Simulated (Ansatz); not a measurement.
Input for Ansatz (development build ahead of 0.2.0):

```yaml
crystal:
  periodic: [false, false, false]
  atoms:
    - { symbol: Na, position_ang: [-0.09438, 0.08089, -0.13054] }
    - { symbol: H, position_ang: [-0.03927, 0.18099, 1.7655] }
basis:
  gaussian: { orbitals: "6-31G" }
hamiltonian:
  xc: hf
correlation:
  method: mp2
  frozen_orbitals: { H: 0, Na: 1 }
```

The input is written out in the form of the current development build from the run's settings.

The run gave:

```
Converged                       : yes
Reference energy                : -162.37100 hartree
Correlation energy              : -0.01490 hartree
Total energy                    : -162.38589 hartree
Spin squared of the determinant : 0.000
```
